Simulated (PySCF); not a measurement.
One formula, C5H11F, several structures.

PySCF, CAM-B3LYP/def2-SVPD, density fitting, gas phase; each molecule at its own PBE0-D3(BJ)/def2-SVP geometry, one conformer. Singlet excitations by full TDDFT with frozen cores, triplets by Tamm–Dancoff TDDFT and ionisation energies by ΔSCF, from the lowest of the holes tried. 

Torsions of the conformers computed, which needn't be the lowest (atom-mapped SMILES):
- `[CH3:1][CH:2]([CH3:3])[C@@H:4]([CH3:5])[F:6]`: C1–C2–C4–C5 176°
- `[CH3:1][CH2:2][C:3]([CH3:4])([CH3:5])[F:6]`: C1–C2–C3–C4 174°
- `[CH3:1][CH2:2][CH2:3][CH2:4][CH2:5][F:6]`: C1–C2–C3–C4 180°, C2–C3–C4–C5 -179°, C3–C4–C5–F6 60°
- `[CH3:1][CH:2]([CH3:3])[CH2:4][CH2:5][F:6]`: C1–C2–C4–C5 -174°, C2–C4–C5–F6 175°
- `[CH3:1][CH2:2][CH:3]([F:4])[CH2:5][CH3:6]`: C1–C2–C3–F4 -59°, C2–C3–C5–C6 179°
- `[CH3:1][CH2:2][C@@H:3]([CH3:4])[CH2:5][F:6]`: C1–C2–C3–C4 175°, C2–C3–C5–F6 -60°

Reference: `CC(C)[C@@H](C)F`, with HOMO energy -10.33 eV, LUMO energy 1.29 eV, lowest singlet excitation 8.67 eV, lowest triplet excitation 8.41 eV, mean polarisability 63.5 au, dipole moment 1.88 D and vertical ionisation energy 11.16 eV.

Changes against it:

```csv
molecule,Δ electronic energy (kcal/mol),Δ HOMO energy (eV),Δ LUMO energy (eV),Δ lowest singlet excitation (eV),Δ lowest triplet excitation (eV),Δ mean polarisability (au),Δ dipole moment (D),Δ vertical ionisation energy (eV)
CC(C)CCF,+4.5,-0.17,+0.01,+0.22,+0.22,+0.4,+0.23,+0.17
CCC(F)CC,-0.2,-0.14,+0.11,+0.24,+0.24,+0.6,-0.04,+0.10
CC[C@@H](C)CF,+4.2,-0.08,+0.01,+0.06,+0.07,+0.1,-0.09,+0.07
```

Rows whose labels were lost:

```csv
row,Δ electronic energy (kcal/mol),Δ HOMO energy (eV),Δ LUMO energy (eV),Δ lowest singlet excitation (eV),Δ lowest triplet excitation (eV),Δ mean polarisability (au),Δ dipole moment (D),Δ vertical ionisation energy (eV)
P,+4.2,-0.13,+0.12,+0.18,+0.18,+1.0,-0.01,+0.10
Q,-3.3,-0.05,-0.04,+0.09,+0.16,-0.1,+0.04,+0.02
```

Which row belongs to which of `CCC(C)(C)F` and `CCCCCF`?

P = `CCCCCF` and Q = `CCC(C)(C)F`. P and Q are told apart most clearly by the electronic energy (+4.2 against -3.3 kcal/mol).
